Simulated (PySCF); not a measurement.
2-methyl-1-butanethiol, C5H12S.
Atom-mapped SMILES: `[CH3:1][CH2:2][C@H:3]([CH3:4])[CH2:5][SH:6]` (hydrogens: H7, H8, H9 on C1; H10, H11 on C2; H12 on C3; H13, H14, H15 on C4; H16, H17 on C5; H18 on S6)

Computed by this run: PySCF, PBE0-D3(BJ)/def2-SVP geometry optimisation, gas phase; density fitting, grid level 2; the optimiser is geomeTRIC in internal coordinates, started from a GFN2-xTB structure.

Step 0: E = -16199.3867 eV
```
atom  x, y, z in Å  |  force x, y, z in eV/Å
C1      2.1376   -0.2206    0.4088   -0.493  -0.192  -0.463
C2      0.9074   -0.5710   -0.4197    0.092   0.071   0.774
C3     -0.4132   -0.3461    0.3237   -0.052   0.171  -0.642
C4     -1.5819   -0.8890   -0.4972    0.448   0.164   0.469
C5     -0.6337    1.1207    0.6942    0.019  -0.116  -0.560
S6     -0.5359    2.2894   -0.7080    0.425   0.230   0.295
H7      2.1187   -0.7409    1.3647    0.068  -0.183   0.428
H8      3.0406   -0.5122   -0.1223    0.432  -0.070  -0.138
H9      2.1916    0.8490    0.5954    0.095   0.458   0.130
H10     0.9081    0.0259   -1.3341   -0.077   0.122  -0.332
H11     0.9607   -1.6227   -0.7100   -0.010  -0.333  -0.152
H12    -0.3750   -0.8961    1.2729    0.015  -0.150   0.247
H13    -1.4724   -1.9608   -0.6435   -0.004  -0.446  -0.115
H14    -1.6139   -0.4173   -1.4773   -0.045   0.171  -0.414
H15    -2.5281   -0.7083    0.0095   -0.438   0.040   0.150
H16     0.1350    1.4648    1.3846    0.194   0.159   0.280
H17    -1.6077    1.2575    1.1647   -0.228   0.026   0.304
H18    -1.6466    1.8840   -1.3182   -0.441  -0.123  -0.261
```

Question: Estimate the geometry and energy of step 1. (The exact step hangs on the optimiser's Hessian estimate; all steps are aligned on step 0, rigid shifts and turns removed.)

Answer: E = -16199.4414 eV, largest force 0.156 eV/Å
```
atom  x, y, z in Å  |  force x, y, z in eV/Å
C1      2.1484   -0.2196    0.4091    0.065   0.017   0.070
C2      0.9191   -0.6041   -0.3928   -0.068   0.009  -0.138
C3     -0.4178   -0.3418    0.3016    0.063  -0.019   0.109
C4     -1.5780   -0.8828   -0.5207   -0.059  -0.041  -0.041
C5     -0.6284    1.1258    0.6802   -0.064   0.044   0.091
S6     -0.5846    2.3322   -0.6853   -0.098  -0.068  -0.097
H7      2.1561   -0.7136    1.3961    0.010   0.026  -0.027
H8      3.0713   -0.5132   -0.1151   -0.025   0.007   0.016
H9      2.2087    0.8679    0.5786   -0.006  -0.036  -0.009
H10     0.9164   -0.0575   -1.3538    0.021  -0.041   0.035
H11     0.9662   -1.6779   -0.6473   -0.004   0.040   0.007
H12    -0.4049   -0.8875    1.2680   -0.014   0.038  -0.055
H13    -1.4755   -1.9675   -0.6823   -0.001   0.028  -0.002
H14    -1.6152   -0.4064   -1.5149    0.005  -0.010   0.030
H15    -2.5460   -0.7076   -0.0227    0.024  -0.006  -0.015
H16     0.1653    1.4726    1.3613   -0.033  -0.029  -0.035
H17    -1.5798    1.2467    1.2243    0.056  -0.011  -0.013
H18    -1.7301    1.9409   -1.2958    0.125   0.053   0.076
```

The energy changes by -0.0546 eV. The first-order estimate −F·Δx gives -0.1210 eV and the mean of the old and new forces, exact on a quadratic surface, -0.0537 eV. The step makes an angle of 76° with the force vector and moves no atom by more than 0.103 Å.

What follows is the cost of the whole optimisation. On one thread, Arm Neoverse V2 (aarch64), no GPU, shared host with 192 logical CPUs at a one-minute load of 101, this took 40 s of wall time and 0.72 GiB of memory at its peak.
